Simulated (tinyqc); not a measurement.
ROHF in the sto-6g basis, for CH, spin multiplicity 4, step by step. One step of it, computed by the program tinyqc.

Problem. Iteration 1: Roothaan effective Fock matrix. With projectors Pc = D(beta) S, Po = (D(alpha) - D(beta)) S, Pv = 1 - D(alpha) S, the block xy is Px^T F Py; with Fc = (F(alpha) + F(beta))/2, the blocks are Fc for cc, oo, vv and cv, F(beta) for co and F(alpha) for ov.

F(alpha) (hartree), order 1C 1s, 1C 2s, 1C 2px, 1C 2py, 1C 2pz, 2H 1s:
$$\begin{pmatrix}
-10.541681 & -2.763503 & 0.000000 & 0.000000 & 0.012369 & -0.299612 \\
-2.763503 & -1.270222 & 0.000000 & 0.000000 & -0.005765 & -0.329677 \\
0.000000 & 0.000000 & -0.081271 & 0.000000 & 0.000000 & 0.000000 \\
0.000000 & 0.000000 & 0.000000 & -0.081271 & 0.000000 & 0.000000 \\
0.012369 & -0.005765 & 0.000000 & 0.000000 & -0.136275 & -0.222588 \\
-0.299612 & -0.329677 & 0.000000 & 0.000000 & -0.222588 & -0.186583
\end{pmatrix}$$

F(beta) (hartree), order 1C 1s, 1C 2s, 1C 2px, 1C 2py, 1C 2pz, 2H 1s:
$$\begin{pmatrix}
-10.474106 & -2.670072 & 0.000000 & 0.000000 & -0.001129 & -0.287867 \\
-2.670072 & -0.786944 & 0.000000 & 0.000000 & -0.273815 & -0.284233 \\
0.000000 & 0.000000 & 0.679479 & 0.000000 & 0.000000 & 0.000000 \\
0.000000 & 0.000000 & 0.000000 & 0.679479 & 0.000000 & 0.000000 \\
-0.001129 & -0.273815 & 0.000000 & 0.000000 & 0.528080 & -0.163425 \\
-0.287867 & -0.284233 & 0.000000 & 0.000000 & -0.163425 & -0.162133
\end{pmatrix}$$

D(alpha) at the start, order 1C 1s, 1C 2s, 1C 2px, 1C 2py, 1C 2pz, 2H 1s:
$$\begin{pmatrix}
1.064866 & -0.269334 & 0.000000 & 0.000000 & -0.011740 & 0.027224 \\
-0.269334 & 1.116341 & 0.000000 & 0.000000 & 0.059664 & -0.104783 \\
0.000000 & 0.000000 & 1.000000 & 0.000000 & 0.000000 & 0.000000 \\
0.000000 & 0.000000 & 0.000000 & 1.000000 & 0.000000 & 0.000000 \\
-0.011740 & 0.059664 & 0.000000 & 0.000000 & 1.066056 & -0.126765 \\
0.027224 & -0.104783 & 0.000000 & 0.000000 & -0.126765 & 0.023653
\end{pmatrix}$$

D(beta) at the start, order 1C 1s, 1C 2s, 1C 2px, 1C 2py, 1C 2pz, 2H 1s:
$$\begin{pmatrix}
1.056938 & -0.234629 & 0.000000 & 0.000000 & -0.095205 & 0.033694 \\
-0.234629 & 0.964422 & 0.000000 & 0.000000 & 0.425024 & -0.133106 \\
0.000000 & 0.000000 & 0.000000 & 0.000000 & 0.000000 & 0.000000 \\
0.000000 & 0.000000 & 0.000000 & 0.000000 & 0.000000 & 0.000000 \\
-0.095205 & 0.425024 & 0.000000 & 0.000000 & 0.187376 & -0.058649 \\
0.033694 & -0.133106 & 0.000000 & 0.000000 & -0.058649 & 0.018372
\end{pmatrix}$$

overlap S, order 1C 1s, 1C 2s, 1C 2px, 1C 2py, 1C 2pz, 2H 1s:
$$\begin{pmatrix}
1.000000 & 0.243228 & 0.000000 & 0.000000 & 0.000000 & 0.025896 \\
0.243228 & 1.000000 & 0.000000 & 0.000000 & 0.000000 & 0.291517 \\
0.000000 & 0.000000 & 1.000000 & 0.000000 & 0.000000 & 0.000000 \\
0.000000 & 0.000000 & 0.000000 & 1.000000 & 0.000000 & 0.000000 \\
0.000000 & 0.000000 & 0.000000 & 0.000000 & 1.000000 & 0.316389 \\
0.025896 & 0.291517 & 0.000000 & 0.000000 & 0.316389 & 1.000000
\end{pmatrix}$$

Give: effective F.

Solution.

effective F (hartree), order 1C 1s, 1C 2s, 1C 2px, 1C 2py, 1C 2pz, 2H 1s:
$$\begin{pmatrix}
-10.508 & -2.709 & 0.000 & 0.000 & -0.011 & -0.296 \\
-2.709 & -0.988 & 0.000 & 0.000 & -0.179 & -0.312 \\
0.000 & 0.000 & 0.299 & 0.000 & 0.000 & 0.000 \\
0.000 & 0.000 & 0.000 & 0.299 & 0.000 & 0.000 \\
-0.011 & -0.179 & 0.000 & 0.000 & 0.159 & -0.198 \\
-0.296 & -0.312 & 0.000 & 0.000 & -0.198 & -0.175
\end{pmatrix}$$
